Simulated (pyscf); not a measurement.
PySCF, gas phase, ωB97X-D3(BJ)/def2-SVP geometries.

Problem. For the elementary gas-phase step H₃C–CH₃ + SiH₃• → •H₂C–CH₃ + SiH₄ (doublet surface; C–H broken, H–Si formed), what barrier and reaction energy does ωB97M-D3(BJ)/def2-TZVP give, measured from the separated reactants?

Solution. ΔE‡ = 20.0 kcal/mol, ΔE = +11.3 kcal/mol. Zero-point energy shifts the barrier by -3.3 kcal/mol. It is a hydrogen abstraction, with an imaginary mode of 1125i cm⁻¹. This is the saddle that the search found; another between the same sides may lie lower. The angle at the transferred H is 174°.
